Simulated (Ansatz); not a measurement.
Cohesive energy (eV/atom) of 21 transition metals, computed with PBE in Ansatz (plane waves, PAW) and with PBEsol in Ansatz (PAW). The set holds measured phases with no doubt noted on the run or the magnetic state but for the caveats below. 4 more of the class have both values but aren't in it, for one of these reasons: built or high-temperature cells, doubts on the run or the magnetic state, unlike cells, values of zero, layered or molecular crystals. Solids without a value at one level (not run, failed, or a magnetic order lost), or held back for tests, aren't counted.

All rows, in order of the shift (worked out from unrounded values):

```tsv
solid	PBE	PBEsol	shift (eV/atom)
hcp Sc	4.12	4.54	+0.42
hcp Y	4.19	4.61	+0.43
hcp Ti	5.28	5.83	+0.55
fcc Cu	3.52	4.08	+0.55
fcc Ag	2.53	3.09	+0.56
hcp Zr	6.20	6.79	+0.60
hcp Hf	6.41	7.06	+0.65
fcc Au	3.05	3.73	+0.69
fcc Ni	4.76	5.47	+0.72
fcc Pd	3.71	4.44	+0.73
bcc Fe	4.91	5.67	+0.76
bcc W	8.40	9.18	+0.78
bcc Mo	6.31	7.12	+0.81
hcp Co	5.02	5.84	+0.82
bcc Ta	8.13	8.95	+0.82
hcp Tc	6.91	7.85	+0.94
fcc Rh	5.73	6.68	+0.95
hcp Re	7.84	8.82	+0.97
hcp Ru	6.76	7.77	+1.02
fcc Ir	7.34	8.39	+1.05
hcp Os	8.41	9.49	+1.08
```

The shift from PBE to PBEsol has a median of +0.76 eV/atom, and eight in ten lie between +0.55 eV/atom and +1.02 eV/atom; PBEsol is the larger in 21 of 21.

Ansatz's runs of these crystals have no spin polarisation, but for bcc Fe, hcp Co, fcc Ni.

Density-functional runs with spin start from parallel moments for bcc Fe, parallel moments for hcp Co, parallel moments for fcc Ni.

Spin–orbit coupling is left out, also for the solids with elements from indium on (bcc Ta, hcp Os, bcc W, fcc Ir, hcp Re, hcp Hf, fcc Au); its size isn't shown.

Free atoms are spin-polarised, in the lowest state found; at levels without +SOC their spin–orbit coupling is left out. Each level is taken at its own relaxed cell. Ansatz's density-functional and Hartree–Fock values are scalar-relativistic unless marked +SOC, with PAW data made under PBE.

Ansatz is a quantum-chemistry and plane-wave program.
